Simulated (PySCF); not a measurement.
Gas-phase reaction: BH2 + Cl2 → BHCl2 + H

Computed with PySCF and rigid-rotor harmonic-oscillator thermochemistry at 1 bar. S°(298 K) at PBE0/def2-TZVP differs from the NASA 1993 table for BH2 (+14 J/mol/K); whether the harmonic model or the table's entry is off was not settled. † marks an energy on the PBE0/def2-TZVP geometry and frequencies; other levels use their own. CCSD(T) freezes the core. 6-31G* has spherical d functions here. Open shells (unrestricted): BH2 (multiplicity 2), H (multiplicity 2); the rest are closed-shell singlets. B3LYP is the form with VWN-RPA correlation. CCSD(T) isn't extrapolated to the basis-set limit; its ΔH°(298 K) is -401.1 kJ in def2-SVP and -359.6 kJ in def2-TZVPP. The harmonic model lacks anharmonicity and excited electronic states, which grow with temperature; levels with a mode under 35 cm⁻¹ are left out.

ΔH° and ΔS° at 298 K: B3LYP/6-31G* -361 kJ, -35 J/K; BLYP/def2-TZVP† -328 kJ, -34 J/K; CCSD(T)/def2-SVP† -401 kJ, -34 J/K; CCSD(T)/def2-TZVPP† -360 kJ, -34 J/K.

### Question
With the heat capacities included, give log10 K (1 bar) at 500, 600, 1200, 1600, 2500 K from B3LYP/6-31G*, BLYP/def2-TZVP†, CCSD(T)/def2-SVP†, CCSD(T)/def2-TZVPP†.

### Answer
| T (K) | B3LYP/6-31G* | BLYP/def2-TZVP† | CCSD(T)/def2-SVP† | CCSD(T)/def2-TZVPP† |
|---|---|---|---|---|
| 500 | 35.9 | 32.5 | 40.1 | 35.8 |
| 600 | 29.6 | 26.8 | 33.2 | 29.6 |
| 1200 | 14.1 | 12.7 | 15.9 | 14.1 |
| 1600 | 10.3 | 9.3 | 11.7 | 10.3 |
| 2500 | 6.3 | 5.6 | 7.2 | 6.3 |
